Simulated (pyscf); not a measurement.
Optimised with ωB97X-D3(BJ)/def2-SVP in PySCF.

How much does it cost (ΔH, 298 K, ωB97M-D3(BJ)/def2-TZVP) to split Cl–CH₂–Si(Cl)(Cl)–Cl (SMILES ClC[Si](Cl)(Cl)Cl) at its C–Cl bond into Cl• + •H₂C–Si(Cl)(Cl)–Cl?

C–Cl to Cl• + •H₂C–Si(Cl)(Cl)–Cl: 79.5 kcal/mol. The 7 functionals that were run give +75.4 (r²SCAN) to +80.7 kcal/mol (ωB97X-D3(BJ)). Other isomers of •H₂C–Si(Cl)(Cl)–Cl were not searched in full and may lie lower. Left out: the spin-orbit lowering of Cl.
